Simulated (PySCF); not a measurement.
Two-dimensional NMR puzzle

Compound of formula C3H3FO. Correlations simulated from computed shifts and couplings:

HSQC (one-bond C–H):
```
  δH     δC  ¹J(C,H) (Hz)
7.22  149.2           171
6.43  149.2           169
6.37  132.4           176
```

COSY cross peaks (|J| ≥ 2 Hz):
```
  δH    δH  abs. J (Hz)  bonds
7.22  6.43          2.6      2
7.22  6.37         19.2      3
6.43  6.37         12.2      3
```

HMBC (two and three bonds, |J| ≥ 2.5 Hz):
```
  δH         δC [abs. J in Hz]
7.22  165.7 [9.2], 132.4 [4.0]
6.43              165.7 [17.1]
```

Carbons without hydrogens: δ 165.7.

Method: J: B3LYP/pcJ-2, shielding tensors at B97-2/pcSseg-2 (GIAO), structure optimised with PBE0-D3(BJ)/def2-TZVP, in PySCF 2.14 (no solvent model, relativity neglected, one conformer).

δ = σ(ref) − σ, references computed at the same level: ¹H (31.64 ppm), ¹³C (185.38 ppm) vs TMS.

Exchangeable hydrogens are left out of these lists, and C,H couplings along chains are those of one rotamer, so weak HMBC peaks may be missing or extra.

Task: Which molecule is this?

Result: `C=CC(=O)F`.

Atom-mapped SMILES (the numbers label the heavy atoms): `[CH2:1]=[CH:2][C:3](=[O:4])[F:5]`. Hydrogens are named by the atom that carries them. Ha(C1) is cis to C3; Hb(C1) is trans to C3.

δC 165.7 is C3, a carbonyl carbon. δC 149.2 is C1, a β carbon of a C=C–C=O unit (δH 7.22, 6.43). δC 132.4 is C2, an α carbon of a C=C–C=O unit (δH 6.37). HMBC from δH 7.22 reaches the proton-free carbon C3. HMBC from δH 6.43 reaches the proton-free carbon C3. COSY links 7.22–6.43, 7.22–6.37, 6.43–6.37.

Common functionals overestimate the size of one-bond C–F couplings by tens of Hz; these are unscaled. Shifts are as computed. Against solution values, carbons near 30 ppm lie about +3 ppm off and those near 130 ppm about +7 ppm. Of 1211 compounds with measured shifts, 218 miss one by over three times the rms of a fit or turn the order of signals round; such compounds aren't used in these exercises.
